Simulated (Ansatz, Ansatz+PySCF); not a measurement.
```csv
atom,x (Å),y (Å),z (Å)
C,0.0432,-0.0472,-0.6826
O,0.0315,-0.0475,0.6784
H,-0.0464,0.8526,0.9970
H,0.0444,-1.0439,-1.1296
H,-0.4060,0.7948,-1.2116
```

UHF on doublet CH3O was run in several spherical basis sets with Ansatz (development build ahead of 0.2.0).

(1) Rank the basis sets by the total energy that they give, lowest first, with the distance from the lowest.
A. cc-pVDZ
B. cc-pVTZ
C. def2-SVP
D. def2-TZVP
E. STO-3G
F. 6-31G(d)

Results:

(1) D (0.00 eV), B (0.09 eV), A (1.14 eV), F (1.61 eV), C (3.75 eV), E (42.26 eV).

Totals follow the description of the cores as much as that of the bonds, so this order isn't one of quality for chemistry.
